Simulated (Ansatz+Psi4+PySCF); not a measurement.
**singlet LiF: levels of theory in one basis**

```yaml
atoms:
  - { symbol: Li, position_ang: [0.0000, 0.0000, -1.1750] }
  - { symbol: F, position_ang: [0.0000, 0.0000, 0.3916] }
```

Basis set: cc-pCVTZ on Li; cc-pVTZ on F (spherical functions). Correlated methods keep 1 orbital frozen. Charge 0, multiplicity 1.

Computed with Ansatz (development build ahead of 0.2.0) and Psi4 1.11; each method stands on the lowest determinant of its kind that the runs found.

```
  method  E − E(RHF) (eV)  <S²> of the determinant
     RHF             0.00                     0.00
 RHF-MP2            -8.62                        –
RHF-CCSD            -8.66                        –
```

(1) What does RHF-CCSD(T) give on the same scale?

## Answers

(1) -8.87 eV.
